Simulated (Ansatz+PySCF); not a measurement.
Results of a calculation; reference values are marked as such.
## Ansatz (development build ahead of 0.2.0) run

```yaml
crystal:
  periodic: [false, false, false]
  atoms:
    - { symbol: "N", position_ang: [0.0, 0.0, -0.47105] }
    - { symbol: H, position_ang: [0.0, 0.0, 3.29737] }
    - { symbol: H, position_ang: [30.0, 0.0, -2.98146] }
    - { symbol: F, position_ang: [30.0, 0.0, 0.33127] }
basis:
  gaussian: { orbitals: "6-31G" }
magnetization:
  initial_magnetization: 2
hamiltonian:
  xc: hf
correlation:
  method: mp2
  frozen_orbitals: { F: 1, H: 0, "N": 1 }
scf:
  omitted_lower_state_checks: [starts, atomic_configurations, cluster_reference, orbital_swaps, given_window_search, neighbouring_geometries, increment]
```

The input is written out in the form of the current development build from the run's settings. Correlation on restricted open-shell orbitals is semicanonical, with singles.

The run gave:

| Property | Result |
| --- | --- |
| Converged | yes |
| Reference energy | -154.23538 hartree |
| Correlation energy | -3.40910 hartree |
| Total energy | -157.64448 hartree |
| Spin squared of the determinant | 2.000 |
| Stability test | minimum among restricted orbitals |

The reference isn't the lowest determinant (another lies 3.56 eV lower), but the same method gives a higher total on the lower determinant. Caution: bonds are stretched, where a single reference can fail; an unrestricted determinant lies well below.
